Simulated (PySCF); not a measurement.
# How the method moves the HOMO and LUMO of ozone

Ozone, O3.
Cartesian coordinates in Å at the PBE0-D3(BJ)/def2-SVP level; atoms count from 1:
```
atom  x, y, z in Å
O1    -1.0464   -0.2436   -0.0040
O2    -0.0050    0.4182   -0.0234
O3     1.0743   -0.1797    0.0022
```

Basis pcSseg-2 throughout (PySCF), one geometry. Isolated species at its PBE0-D3(BJ)/def2-SVP geometry, gas phase.

Q: How do the orbital energies, the gap and the dipole change with the method?

A: 
```
   method                    kind  HOMO (eV)  LUMO (eV)  gap (eV)  μ (D)  SCF cycles
     OPBE                     GGA      -7.64      -5.67      1.97   0.65          14
     BLYP                     GGA      -7.74      -5.77      1.97   0.66          15
      PBE                     GGA      -7.75      -5.80      1.95   0.66          15
    B97-D                     GGA      -7.81      -5.82      1.99   0.66          15
     BP86                     GGA      -7.87      -5.90      1.97   0.66          15
      KT2                     GGA      -7.97      -5.75      2.22   0.64          15
      KT3                     GGA      -7.97      -5.81      2.17   0.64          15
      LDA                     LDA      -7.97      -6.10      1.88   0.66          14
    B97-2           global hybrid      -9.37      -4.95      4.42   0.70          14
    B3LYP           global hybrid      -9.46      -5.18      4.29   0.70          13
     PBE0           global hybrid      -9.70      -4.84      4.86   0.70          14
 mPW1PW91           global hybrid      -9.75      -4.88      4.87   0.70          13
CAM-B3LYP  range-separated hybrid     -11.34      -3.71      7.63   0.73          13
  wB97X-D  range-separated hybrid     -11.67      -2.95      8.72   0.73          12
BHandHLYP           global hybrid     -11.68      -3.82      7.86   0.75          13
  LC-wPBE  range-separated hybrid     -12.62      -2.38     10.24   0.75          12
       HF            Hartree–Fock     -13.39      -0.77     12.63   0.86          11
```

The HOMO spans 5.75 eV, from OPBE down to HF, and the gap runs from 1.88 eV (LDA) to 12.63 eV (HF). Over the methods OPBE (0 %), BLYP (0 %), PBE (0 %), B97-D (0 %), BP86 (0 %), KT2 (0 %), KT3 (0 %), LDA (0 %), B97-2 (21 %), B3LYP (20 %), PBE0 (25 %), mPW1PW91 (25 %), BHandHLYP (50 %), HF (100 %), a straight line through the gap against the share of exact exchange rises by 1.08 eV for each 10 % (correlation coefficient 0.999). The dipole ranges from 0.64 D (KT3) to 0.86 D (HF). This basis has no diffuse functions.

Reference dipole: 0.53 D (measured, gas; NIST CCCBDB Release 22 (SRD 101), experimental dipoles); nearest here: KT3 (0.64 D) and KT2 (0.64 D). 

The vertical ΔSCF ionisation energy at CAM-B3LYP/def2-SVPD is 13.35 eV; −ε(HOMO) comes closest to it with HF (13.39 eV).
